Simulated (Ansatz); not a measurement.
Input file:

```yaml
crystal:
  periodic: [false, false, false]
  atoms:
    - {symbol: Al, position_ang: [1.143526, 0.300000, -0.746828]}
    - {symbol: Al, position_ang: [1.093526, 0.000000, -0.796828]}
    - {symbol: H, position_ang: [0.226045, 0.000000, 1.661207]}
basis:
  gaussian: {orbitals: 6-31G}
magnetization: {spin_polarized: false, initial_magnetization: 1}
correlation: {method: sc_nevpt2, electrons: outside_noble_gas, active_space: {window: {electrons: 1, orbitals: 10}, states: [{multiplicity: 2, weights: [1, 1, 1, 1]}]}}
```

```sh
$ ansatz run in.yaml --threads 1 --pin off --events-out ev --progress --plain --max-ram 2393MiB
```

(1) One thing in this input was set wrong on purpose, beside settings that are merely unusual. What is the gravest fault, and what does the program do?

Results:

(1) Atoms on top of each other. How the run ends: converged.
```
534 factors; integrals over basis functions are off by at most 5.7e-8 eV
mean field evaluation 1: about -11379.5061 eV, gradient 7.1e1 eV
mean field evaluation 2: about -11380.7060 eV, gradient 7.1e1 eV
mean field evaluation 4: about -11388.4549 eV, gradient 9.8e-1 eV
mean field evaluation 8: about -11388.4578 eV, gradient 5.4e-4 eV
a density is far from that of the atoms, so the factors are made again for it
567 factors; integrals over basis functions are off by at most 5.7e-8 eV
mean field evaluation 16: about -11388.4578 eV, gradient 4.2e-4 eV
mean field -11388.45779965 eV, -418.5181047631 hartree, gradient 1.2e-6 eV, S^2 0.750000; 1 other end points of the search recorded, 1 dependent functions left out
reference -11388.45779965 eV, -418.5181047631 hartree; 14, 13 occupied and 13, 14 virtual orbitals, 567 factors
state -11388.08688253 eV, -418.5044738106 hartree
state -11378.14212532 eV, -418.1390107239 hartree
state -11377.16280341 eV, -418.1030213073 hartree
state -11376.04466649 eV, -418.0619305336 hartree
state -11388.08688253 eV, -418.5044738106 hartree; corrected -11388.54856186 eV, -418.5214402128 hartree
state -11378.14212532 eV, -418.1390107239 hartree; corrected -11378.51348730 eV, -418.1526580248 hartree
state -11377.16280341 eV, -418.1030213073 hartree; corrected -11377.46797862 eV, -418.1142362894 hartree
state -11376.04466649 eV, -418.0619305336 hartree; corrected -11376.32728742 eV, -418.0723166610 hartree
WARN: 6 active orbitals are nearly empty or full. The corrections depend on them more than the energy does, and are more stable in an active space without them
Total energy: -11380.21432880 eV, -418.2151627970 hartree
```
The total printed last is the weighted mean of the 4 states, 8.334 eV above the lowest of them, and is no single state's energy. Before any correction even the lowest state lies above the reference determinant, by 0.37 eV, so the averaged orbitals or the space serve it badly.
